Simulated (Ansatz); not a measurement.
# Osmium, hcp under PBE: how the Gaussian smearing moves the result

A convergence test of the Gaussian smearing width. The geometry was relaxed under PBE beforehand and stays fixed; 7 values are run, from 0.01 to 1.0 eV. Wanted are the values from which on the energy stays within 10 and 1 meV/atom, and the pressure within 0.5 GPa, of the narrowest run. Within the series other settings stay, but some runs also write fields, which adds to their time. Spin polarisation is left out.

Computed with Ansatz 0.2.0 (DFT PBE, plane waves with PAW, scalar-relativistic, unless a step says otherwise).

## 1. The structure to begin with

The structure is hexagonal, space group P6_3/mmc (No. 194). Conventional cell: a = 2.756 Å, b = 2.756 Å, c = 4.343 Å, α = 90.00°, β = 90.00°, γ = 120.00°. Os (site symmetry -6m2) is surrounded by 12 Os at 2.69 to 2.76 Å.

Coordinates:

```
Os
1.0
     2.75593    0.00000    0.00000
    -1.37796    2.38670    0.00000
     0.00000    0.00000    4.34265
Os
2
Direct
  0.33333 0.66667 0.25000
  0.66667 0.33333 0.75000
```

## 2. Width 0.01 eV

The run at 0.01 eV.

File input.yaml:

```yaml
crystal:
  lattice:
    - [2.7559294133, 0.0, 0.0]
    - [-1.3779647066, 2.386704883, 0.0]
    - [0.0, 0.0, 4.3426533301]
  atoms:
    - { symbol: Os, position: [0.3333333333, 0.6666666667, 0.25] }
    - { symbol: Os, position: [0.6666666667, 0.3333333333, 0.75] }
hamiltonian:
  xc: pbe
  pseudopotentials:
    kind: paw
    azcp:
      Os: "pseudopotentials/Os.paw.azcp"
basis:
  ecutwfc: 420
  fft_grid_basis: typed
kpoints:
  mp_grid: { grid: [13, 13, 7], shift: [0, 0, 0] }
magnetization:
  spin_polarized: false
scf:
  occupations: { method: gaussian, width: 0.01 }
  lower_state_search: "off"
output:
  stress: true
```

Started as:

```sh
ansatz run input.yaml --threads 1 --pin off --max-ram 3584MiB --backend cpu --events-out ev --progress --plain --runs-dir out
```

## 3. Width 0.03 eV

The run at 0.03 eV.

input.yaml, as its differences from that of step 2:

```diff
@@ -22,3 +22,3 @@
 scf:
-  occupations: { method: gaussian, width: 0.01 }
+  occupations: { method: gaussian, width: 0.03 }
   lower_state_search: "off"
```

## 4. Width 0.1 eV

The run at 0.1 eV.

input.yaml, as its differences from that of step 3:

```diff
@@ -22,3 +22,3 @@
 scf:
-  occupations: { method: gaussian, width: 0.03 }
+  occupations: { method: gaussian, width: 0.1 }
   lower_state_search: "off"
@@ -26 +26,5 @@
   stress: true
+  write_density: true
+  write_potential: true
+  elf: true
+  volumetric_format: npy
```

## 5. Width 0.2 eV

The run at 0.2 eV.

input.yaml, as its differences from that of step 4:

```diff
@@ -22,3 +22,3 @@
 scf:
-  occupations: { method: gaussian, width: 0.1 }
+  occupations: { method: gaussian, width: 0.2 }
   lower_state_search: "off"
@@ -26,5 +26 @@
   stress: true
-  write_density: true
-  write_potential: true
-  elf: true
-  volumetric_format: npy
```

## 6. Width 0.3 eV

The run at 0.3 eV.

input.yaml, as its differences from that of step 5:

```diff
@@ -22,3 +22,3 @@
 scf:
-  occupations: { method: gaussian, width: 0.2 }
+  occupations: { method: gaussian, width: 0.3 }
   lower_state_search: "off"
@@ -26 +26,5 @@
   stress: true
+  write_density: true
+  write_potential: true
+  elf: true
+  volumetric_format: npy
```

## 7. Width 0.6 eV

The run at 0.6 eV.

input.yaml, as its differences from that of step 6:

```diff
@@ -22,3 +22,3 @@
 scf:
-  occupations: { method: gaussian, width: 0.3 }
+  occupations: { method: gaussian, width: 0.6 }
   lower_state_search: "off"
```

## 8. Width 1.0 eV

The run at 1.0 eV.

input.yaml, as its differences from that of step 7:

```diff
@@ -22,3 +22,3 @@
 scf:
-  occupations: { method: gaussian, width: 0.6 }
+  occupations: { method: gaussian, width: 1.0 }
   lower_state_search: "off"
@@ -26,5 +26 @@
   stress: true
-  write_density: true
-  write_potential: true
-  elf: true
-  volumetric_format: npy
```

(Steps that only read results are left out.)

Q: Predict the outcome of this session.

**Answer**, as computed:

| quantity | value |
| --- | --- |
| E(σ → 0) stays within 10 meV/atom of 0.01 eV | up to 0.6 eV |
| E(σ → 0) stays within 1 meV/atom | up to 0.3 eV |
| pressure stays within 0.5 GPa | up to 0.3 eV |
| pressure at 0.01 eV | -0.25 GPa |
| energy of a separate run on a finer mesh (21×21×12) | +1.0 meV/atom from 0.01 eV |

What this shows: At 1.0 eV the energy differs by +11.2 meV/atom and the pressure by +3.2 GPa. The free energy F moves by -162.1 meV/atom over the range, and the estimate for σ → 0 by +11.2. In theory F falls as the square of the width under this scheme, but here the ratio is not steady: the mesh at narrow widths, or a density of states that varies over the wide ones, can both cause that. The mesh (13×13×7) is fixed, so the narrowest widths carry a k-point error of their own. The yardstick itself is unsettled by 1.0 meV/atom against the finer mesh, so the thresholds above hold only within this series, and wider smearing, which averages over more states, can land nearer the fine-mesh value than the narrowest does.
